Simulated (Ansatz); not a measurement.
Wurtzite CdS: LDA at its full settings (plane-wave cutoff 520 eV, 12×12×6 k mesh (along the axes of the cell as run), Fermi–Dirac smearing 0.01 eV, scalar-relativistic PAW data made under PBE) and at cheaper ones, in a cell of 4 atoms with Γ-centred meshes.

```tsv
level and setting	equilibrium lattice constant a (Å)	lattice parameter c (Å)	bulk modulus B0 (GPa)
LDA (Ansatz)	4.074	6.639	67.8
LDA (2×2×2 k mesh) (Ansatz)	4.175	6.499	62.2
LDA (4×4×4 k mesh) (Ansatz)	4.081	6.625	67.7
```

Largest shifts from the full settings: lattice constant a +2.48 % (LDA (2×2×2 k mesh)), against a difference of -1.50 % of the full result from the reference 4.136 Å (measured, temperature not stated, not corrected to a static lattice; as tabulated in Biswas et al. (2022), arXiv:2106.08875); lattice parameter c -2.11 % (LDA (2×2×2 k mesh)), against a difference of -1.12 % of the full result from the reference 6.714 Å (measured, temperature not stated, not corrected to a static lattice; as tabulated in Biswas et al. (2022), arXiv:2106.08875); bulk modulus -8.3 % (LDA (2×2×2 k mesh)), against a difference of +11.7 % of the full result from the reference 60.7 GPa (measured, temperature not stated, not corrected to a static lattice, our sources range from 60.7 to 65.0; as tabulated in Toher et al. (2017), arXiv:1611.05714).

The full settings aren't shown to be converged themselves.

Ansatz's density-functional and Hartree–Fock values are scalar-relativistic unless marked +SOC, with PAW data made under PBE.

Run with cheap settings on purpose, which may leave them unconverged: LDA (2×2×2 k mesh), LDA (4×4×4 k mesh).

Ansatz is a program for electronic structure.
